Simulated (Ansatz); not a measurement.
**AlNH (sextet): wave-function methods side by side, def2-QZVPP**

An exercise on one series of results from a longer session: the logs are not shown, and one member is left open.

Computed with Ansatz 0.2.0, Gaussian basis. Level: def2-QZVPP, core rule «outside noble gas», up to 6 orbitals frozen.

Plan: UHF; ROHF; CCSD(T) on UHF.

### What is computed

The geometry is a PBE0/def2-TZVP stationary point (not a proven minimum) of the parent state, kept for this charge and spin.

3 atoms, charge 0, spin multiplicity 6.

Atoms are counted from 1 here; the program's logs count them from 0.

Bond lengths: Al1–N2 1.909 Å, N2–H3 1.029 Å. Angles: Al1–N2–H3 108.4°.

The first run:

in.yaml reads:

```yaml
crystal:
  periodic: [false, false, false]
  atoms:
    - {symbol: Al, position_ang: [0.000000, -0.031887, 0.689947]}
    - {symbol: N, position_ang: [0.000000, 0.120874, -1.212902]}
    - {symbol: H, position_ang: [0.000000, -0.826124, -1.614269]}
basis:
  gaussian: {orbitals: "def2-QZVPP.json"}
magnetization: {spin_polarized: true, initial_magnetization: 5}
hamiltonian: {xc: hf}
output: {orbitals: {seedname: orbitals}}
```

On the command line:

```console
$ ansatz run in.yaml --threads 1 --pin off --events-out ev --progress --plain --max-ram 2393MiB
```

Steps of the session up to this table: UHF; ROHF; CCSD(T) on UHF.

One of the session's tables, all rows but one given; the rest of the session is left out.

```
  method  from UCCSD(T) (kcal/mol)
    ROHF                   +125.23
     UHF                   +120.64
    UMP2                    +17.70
   UCCSD                         ?
UCCSD(T)                         0
```

Estimate the missing values for UCCSD.

As computed: from UCCSD(T) (kcal/mol): +3.46. In the column «from UCCSD(T) (kcal/mol)» it lies between UCCSD(T) (0) and UMP2 (+17.70).
